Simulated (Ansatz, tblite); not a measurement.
Spin states of the cluster MgS2⁻, each relaxed with PBE0-D4/def2-TZVPD in Ansatz. Electronic energies in the gas phase.

The xTB rows come from tblite. LC-ωPBE has ω = 0.4 bohr⁻¹. Correlated methods freeze 11 core orbitals; core or outer-core shells of Mg are correlated, in sets that lack core-valence functions. In CCSD on the charge -1 quartet the largest single amplitude is 0.18, so its Hartree–Fock determinant may place the open shell otherwise than the density functionals do. The structure comes from a short search, and lower isomers may exist.

Doublet geometry:

```xyz
3

Mg    0.976   -0.241   -0.959
S     0.117    0.919    0.894
S    -1.093   -0.678    0.064
```

Quartet geometry (C2v within 0.1 Å):

| atom | x (Å) | y (Å) | z (Å) |
| --- | --- | --- | --- |
| Mg1 | -1.246 | 0.277 | -0.207 |
| S2 | 0.915 | 1.180 | 0.115 |
| S3 | 0.331 | -1.458 | 0.092 |

⟨S²⟩: doublet 0.75 at PBE0-D4/def2-TZVPD (pure 0.75), quartet 3.77 at PBE0-D4/def2-TZVPD (pure 3.75).

Run but left out: HF/STO-3G, HF/def2-TZVPD, HF/def2-TZVPPD, MP2/def2-TZVPD, MP2/def2-TZVPPD (quartet: a determinant that CCSD turns far, T1 0.048).

Only these spin states were relaxed. The quartet has other bonds than the doublet, so the gap mixes isomer and spin.

Estimate which spin state lies lowest at each of these levels, and by how much: GFN1-xTB; GFN2-xTB; PBE-D4/def2-TZVPD; revPBE-D4/def2-TZVPD; BLYP-D4/def2-TZVPD; r2SCAN-D4/def2-TZVPD; PBE0-D4/def2-TZVPD; r2SCAN0-D4/def2-TZVPD; CAM-B3LYP-D4/def2-TZVPD; LC-ωPBE/def2-TZVPD; RPA@PBE/def2-TZVPD; CCSD/def2-TZVPPD.


```
                  level  quartet − doublet (kJ/mol)  lowest of these                                               remarks
               GFN1-xTB                       202.5          doublet                                                     –
               GFN2-xTB                       169.5          doublet                                                     –
      PBE-D4/def2-TZVPD                       125.7          doublet  HOMO above zero (doublet), HOMO above zero (quartet)
   revPBE-D4/def2-TZVPD                       122.9          doublet  HOMO above zero (doublet), HOMO above zero (quartet)
     BLYP-D4/def2-TZVPD                       108.2          doublet  HOMO above zero (doublet), HOMO above zero (quartet)
   r2SCAN-D4/def2-TZVPD                       126.6          doublet  HOMO above zero (doublet), HOMO above zero (quartet)
     PBE0-D4/def2-TZVPD                       145.6          doublet                                                     –
  r2SCAN0-D4/def2-TZVPD                       140.9          doublet                                                     –
CAM-B3LYP-D4/def2-TZVPD                       148.5          doublet                                                     –
     LC-ωPBE/def2-TZVPD                       175.4          doublet                                                     –
     RPA@PBE/def2-TZVPD                       121.2          doublet                                                     –
       CCSD/def2-TZVPPD                       158.5          doublet                            large T1 (0.048) (quartet)
```

Change of the quartet − doublet gap on mixing in exact exchange, in kJ/mol: PBE to PBE0 (25 % exact exchange) 19.9; r2SCAN to r2SCAN0 (25 % exact exchange) 14.3. The xTB methods have no spin-polarisation term.
